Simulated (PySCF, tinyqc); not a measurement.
Inside a calculation. Method: CISD on RHF in the sto-6g basis, frozen core, for OH-, spin multiplicity 1. The basis has no diffuse functions, so it cannot describe the extra electron: this is an exercise in the method, not the real anion. The lowest restricted solution is unstable here: a spin-polarised one lies 0.0377 hartree lower (PySCF). One step of it, computed by the program tinyqc.

Question. CISD: roots. Diagonalise (each vector has its largest component positive (the first on a tie)); all determinants have Ms = 0, so triplets appear too. The lowest singlet root is the correlation energy.

Occupation strings over the orbitals (2 doubly, a alpha, b beta, 0 empty; spin orbitals ordered 1a 1b 2a 2b ...): 222220 2222ab 2a222b 2222ba 2b222a 222202 2a22b2 222022 220222 2b22a2 202222

H - E(HF) between determinants (hartree), lower triangle:
```
,222220,2222ab,2a222b,2222ba,2b222a,222202,2a22b2,222022,220222,2b22a2,202222
222220,0.000000
2222ab,0.000000,0.207634
2a222b,0.000000,0.009373,0.795853
2222ba,0.000000,-0.163654,0.006880,0.207634
2b222a,0.000000,0.006880,-0.139297,0.009373,0.795853
222202,0.163654,0.264855,0.034434,-0.264855,-0.034434,0.856502
2a22b2,0.006880,-0.034434,0.053255,0.013658,-0.065642,-0.056283,0.924640
222022,0.040137,-0.017151,-0.009984,0.017151,0.009984,0.009147,0.012307,0.156297
220222,0.040137,-0.017151,-0.009984,0.017151,0.009984,0.009147,0.012307,0.047461,0.156297
2b22a2,-0.006880,0.013658,-0.065642,-0.034434,0.053255,0.056283,-0.038505,-0.012307,-0.012307,0.924640
202222,0.139297,-0.065642,0.022863,0.065642,-0.022863,0.038505,0.016983,0.171253,0.171253,-0.016983,1.676284
```

Give: lowest roots of this matrix, relative to E(HF); lowest vectors; <S^2> of these roots; weight of the ground state by excitation level 0, 1, 2, ....

Answer.

lowest roots of this matrix, relative to E(HF) (hartree): -0.0569  0.0431  0.1088  0.1436  0.2040  0.6563  0.8001  0.8874

lowest vectors:
```
,root 1,root 2,root 3,root 4
222220,0.9398,0.0000,0.0000,-0.0870
2222ab,0.1377,0.7067,0.0000,0.3847
2a222b,0.0088,-0.0184,0.0000,0.0294
2222ba,-0.1377,0.7067,0.0000,-0.3847
2b222a,-0.0088,-0.0184,0.0000,-0.0294
222202,-0.2468,0.0000,0.0000,-0.2812
2a22b2,-0.0117,0.0171,0.0000,-0.0153
222022,-0.0885,0.0000,0.7071,0.5520
220222,-0.0885,0.0000,-0.7071,0.5520
2b22a2,0.0117,0.0171,0.0000,0.0153
202222,-0.0421,0.0000,0.0000,-0.0760
```

<S^2> of these roots: 0.0000  2.0000  0.0000  0.0000  0.0000  2.0000  0.0000  2.0000

weight of the ground state by excitation level 0, 1, 2, ...: 0.8833  0.0381  0.0786

With one virtual orbital singles and doubles already span the full space. The reference has a weight of only 0.88: one determinant is a poor start here.
